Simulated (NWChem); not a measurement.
All runs are NWChem calculations. System: C₂H₅, charge 1, spin multiplicity 1, at the geometry of a parent with another charge or spin, in a state set for the comparison that need not be this species' ground state. Level: MP2/def2-TZVP, 2 core orbitals frozen.

The NWChem input:

```
start mol
memory heap 200 mb stack 900 mb global 1100 mb
charge 1
geometry units angstroms nocenter noautoz noautosym
  C      0.786718    -0.111259    -0.017825
  C     -0.685588     0.101544    -0.001895
  H      1.478943     0.705476     0.202420
  H      1.207495    -1.114605    -0.125421
  H     -1.125296    -0.099810     0.999128
  H     -0.958487     1.139104    -0.255640
  H     -1.209431    -0.571879    -0.702167
end
basis spherical
  * library def2-tzvp
end
scf
  rhf
  nopen 0
  maxiter 100
  thresh 1e-7
  semidirect memsize 60000000 filesize 0
end
mp2
  freeze core 2
end
task mp2 energy
```

Output (cleaned and shortened):

```
             Northwest Computational Chemistry Package (NWChem) 7.3.0
             --------------------------------------------------------

                                NWChem Input Module
                                -------------------

 Scaling coordinates for geometry "geometry" by  1.889725989
 (inverse scale =  0.529177249)

                             Geometry "geometry" -> ""
                             -------------------------

 Output coordinates in angstroms (scale by  1.889725989 to convert to a.u.)

  No.       Tag          Charge          X              Y              Z
 ---- ---------------- ---------- -------------- -------------- --------------
    1 C                    6.0000     0.78671800    -0.11125900    -0.01782500
    2 C                    6.0000    -0.68558800     0.10154400    -0.00189500
    3 H                    1.0000     1.47894300     0.70547600     0.20242000
    4 H                    1.0000     1.20749500    -1.11460500    -0.12542100
    5 H                    1.0000    -1.12529600    -0.09981000     0.99912800
    6 H                    1.0000    -0.95848700     1.13910400    -0.25564000
    7 H                    1.0000    -1.20943100    -0.57187900    -0.70216700

 Effective nuclear repulsion energy (a.u.)      36.7605030767

            Nuclear Dipole moment (a.u.)
            ----------------------------
        X                 Y               Z
 ---------------- ---------------- ----------------
     0.0000075589    -0.0000075589     0.0000000000


 Summary of "ao basis" -> "" (spherical)
 ------------------------------------------------------------------------------
       Tag                 Description            Shells   Functions and Types
 ---------------- ------------------------------  ------  ---------------------
 *                         def2-tzvp                  on all atoms

 Summary of "ao basis" -> "ao basis" (spherical)
 ------------------------------------------------------------------------------
       Tag                 Description            Shells   Functions and Types
 ---------------- ------------------------------  ------  ---------------------
 C                         def2-tzvp                11       31   5s3p2d1f
 H                         def2-tzvp                 4        6   3s1p

                                 NWChem SCF Module
                                 -----------------

  ao basis        = "ao basis"
  functions       =    92
  atoms           =     7
  closed shells   =     8
  open shells     =     0
  charge          =   1.00
  wavefunction    = RHF
  use symmetry    = F
  symmetry adapt  = F

 Summary of "ao basis" -> "ao basis" (spherical)
 ------------------------------------------------------------------------------
       Tag                 Description            Shells   Functions and Types
 ---------------- ------------------------------  ------  ---------------------
 C                         def2-tzvp                11       31   5s3p2d1f
 H                         def2-tzvp                 4        6   3s1p

 Forming initial guess at       0.1s

      Superposition of Atomic Density Guess
      -------------------------------------

 Sum of atomic energies:         -77.84170241

 Renormalizing density from      17.00 to     16

      Non-variational initial energy
      ------------------------------

 Total energy =     -75.433913
 1-e energy   =    -165.046996
 2-e energy   =      52.852579
 HOMO         =      -0.786668
[...]
    14      0.488681  1 C  pz                11      0.362392  1 C  pz
     8      0.342614  1 C  pz                77     -0.167738  5 H  s

 Vector   10  Occ=0.000000D+00  E=-5.335569D-02
              MO Center=  3.9D-01, -7.5D-02,  3.1D-02, r^2= 6.2D+00
   Bfn.  Coefficient  Atom+Function         Bfn.  Coefficient  Atom+Function
  ----- ------------  ---------------      ----- ------------  ---------------
    36      3.538560  2 C  s                 71     -1.319506  4 H  s
    65     -1.291242  3 H  s                 77     -1.248921  5 H  s
    83     -1.224192  6 H  s                 89     -1.222091  7 H  s
    12      0.878553  1 C  px                 5      0.598500  1 C  s
     4      0.532226  1 C  s                 35     -0.373748  2 C  s

 Vector   11  Occ=0.000000D+00  E=-2.153921D-02
              MO Center=  5.9D-02, -2.9D-02,  1.7D-01, r^2= 7.4D+00
   Bfn.  Coefficient  Atom+Function         Bfn.  Coefficient  Atom+Function
  ----- ------------  ---------------      ----- ------------  ---------------
    36      5.682940  2 C  s                  5     -4.176734  1 C  s
    77     -1.763073  5 H  s                 89     -1.338654  7 H  s
    65      1.276437  3 H  s                 83     -1.184391  6 H  s
    71      1.089762  4 H  s                 12      1.016889  1 C  px
    43      0.673092  2 C  px                40      0.304220  2 C  px

 center of mass
 --------------
 x =   0.03917759 y =  -0.00376381 z =  -0.00763944

 moments of inertia (a.u.)
 ------------------
          18.935680755254           8.854653289254           0.112398697575
           8.854653289254          78.686421765413          -1.131235539279
           0.112398697575          -1.131235539279          85.985024511838

  Mulliken analysis of the total density
  --------------------------------------

    Atom       Charge   Shell Charges
 -----------   ------   -------------------------------------------------------
    1 C    6     5.82   0.86  1.12  0.57  0.74  0.07  1.07  1.14  0.19  0.02  0.06  0.00
    2 C    6     6.36   0.85  1.12  0.47  0.70  0.07  1.26  1.46  0.34  0.02  0.04  0.00
    3 H    1     0.74   0.25  0.43  0.03  0.02
    4 H    1     0.74   0.25  0.43  0.03  0.02
    5 H    1     0.75   0.24  0.44  0.05  0.02
    6 H    1     0.79   0.25  0.46  0.06  0.02
    7 H    1     0.79   0.25  0.45  0.06  0.02

       Multipole analysis of the density wrt the origin
       ------------------------------------------------

     L   x y z        total         open         nuclear
     -   - - -        -----         ----         -------
     0   0 0 0      1.000000      0.000000     17.000000

     1   1 0 0      0.734941      0.000000      0.000008
     1   0 1 0     -0.131363      0.000000     -0.000008
     1   0 0 1      0.055626      0.000000      0.000000

     2   2 0 0     -4.422531      0.000000     49.376267
     2   1 1 0     -0.352160      0.000000     -5.475350
     2   1 0 1     -0.177308      0.000000      0.148247
     2   0 2 0     -7.395580      0.000000     12.537095
     2   0 1 1      0.125365      0.000000      1.085507
     2   0 0 2     -7.983711      0.000000      5.768266

                   NWChem MP2 Semi-direct Energy/Gradient Module
                   ---------------------------------------------

  Basis functions       =     92
  Molecular orbitals    =     92
  Frozen core           =      2
  Frozen virtuals       =      0
  Active alpha occupied =      6
  Active beta occupied  =      6
  Active alpha virtual  =     84
  Active beta virtual   =     84
  Use MO symmetry       = F
  Use skeleton AO sym   = F

  AO/Fock/Back tols     =   1.0D-09  1.0D-09  1.0D-09

 GA uses MA = F    GA memory limited = T

 Available:
  local mem=  1.26D+08
 global mem=  1.44D+08
 local disk=  0.00D+00
  mp2_memr nvloc                    84
  nvloc new                    84
   1 passes of   6:        4194304                      42456                   7343619.
   1 passes of   6: M    126140892           G      144162272           F     121946588.

 Semi-direct pass number   1 of   1  for RHF alpha+beta  at        2.7s
  vrange nnbf                  4277
  mp2_eaftype                    28  avail_ma_in_mb                  1099
 EAF : mp2_eaftype filesize          28    3671810.
  mp2_eaf for mointskh                     28
Node 0 wrote     17.2 Mb in      0.0 s     Agg I/O rate:  1789.3 Mb/s
 Done moints_semi at        4.3s
  mp2_eaftype                    28  avail_ma_in_mb                  1071
 EAF : mp2_eaftype filesize          28    3671810.
  mp2_eaf for kh                    28
 Done maket at        4.3s
 Done multipass loop at        4.3s

          -------------------------------------------
          SCF energy                 -78.336203096522
          Correlation energy          -0.296051148822
          Singlet pairs               -0.210158176644
          Triplet pairs               -0.085892972178
          Total MP2 energy           -78.632254245344
          -------------------------------------------

          ---------------------------------------------------
                    Spin Component Scaled (SCS) MP2
          Same spin pairs                     -0.057261981452
          Same spin scaling factor             0.333333333333
          Opposite spin pairs                 -0.238789167370
          Opposite spin scaling fact.          1.200000000000
          SCS-MP2 correlation energy          -0.305634327995
          Total SCS-MP2 energy               -78.641837424517
          ---------------------------------------------------

 -----------------------
 Performance information
 -----------------------

 Timer overhead =  1.65D-07 seconds/call

               Nr. of calls         CPU time (s)                 Wall time (s)                GFlops
             ---------------    -------------------     ------------------------------   -------------------
Name         Min   Avg   Max    Min     Avg     Max     Min     Avg     Max   Mx/calls   Min     Max     Sum
mp2: moin     1     1     1    1.5     1.5     1.5      1.5     1.5     1.5     1.5      0.0     0.0     0.0
mp2: make     1     1     1   6.78E-2 6.78E-2 6.78E-2  6.78E-2 6.78E-2 6.78E-2 6.78E-2   0.0     0.0     0.0
mp2: tota     1     1     1    1.6     1.6     1.6      1.6     1.6     1.6     1.6      0.0     0.0     0.0

 The average no. of pstat calls per process was 3.00D+00
 with a timing overhead of 4.94D-07s

 Task  times  cpu:        4.3s     wall:        4.3s

 Total times  cpu:        4.3s     wall:        4.3s
```
